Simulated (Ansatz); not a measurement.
in.yaml

```yaml
crystal:
  periodic: [false, false, false]
  atoms:
    - {symbol: Ge, position_ang: [0.000000, -0.044572, 0.290198]}
    - {symbol: C, position_ang: [0.000000, 0.182313, -1.601029]}
    - {symbol: H, position_ang: [0.000000, 1.508639, 0.640309]}
    - {symbol: H, position_ang: [0.000000, -0.468907, -2.476239]}
basis:
  gaussian: {orbitals: cc-pVTZ}
magnetization: {spin_polarized: true, initial_magnetization: 0}
hamiltonian: {xc: {name: B2PLYP}}
correlation: {electrons: outside_noble_gas}
```

```sh
$ ansatz run in.yaml --threads 1 --pin off --events-out ev --progress --plain --max-ram 4096MiB --backend cpu
```

The program prints:

```
614 factors; integrals over basis functions are off by at most 1.1e-3 eV
mean field evaluation 1: about -57563.4225 eV, gradient 3.3e1 eV
mean field evaluation 2: about -57563.4538 eV, gradient 3.3e1 eV
mean field evaluation 4: about -57569.5432 eV, gradient 5.1e0 eV
mean field evaluation 8: about -57569.8251 eV, gradient 1.0e0 eV
mean field evaluation 16: about -57569.8456 eV, gradient 2.3e-3 eV
mean field evaluation 32: about -57570.2869 eV, gradient 1.4e0 eV
mean field evaluation 64: about -57569.9442 eV, gradient 2.2e-3 eV
mean field evaluation 96: about -57570.1812 eV, gradient 7.8e-1 eV
mean field -57570.30532648 eV, -2115.6696981937 hartree, gradient 4.9e-6 eV, S^2 0.958223; 9 other end points of the search recorded, 0 dependent functions left out
15 core orbitals not correlated: weight in the atoms' cores, before any rotation towards them, 0.999 or more for the frozen orbitals, at most 0.001 for the correlated occupied ones
reference -57570.30544854 eV, -2115.6697026793 hartree; 5, 5 occupied and 81, 81 virtual orbitals, 614 factors
second order -7.52303331 eV of doubles, -0.00000000 eV of singles
Total energy: -57572.33666753 eV, -2115.7443486004 hartree
```

Ran on 1 thread of AMD EPYC 7R13, shared host: 19 s wall, 0.27 GiB peak host memory.
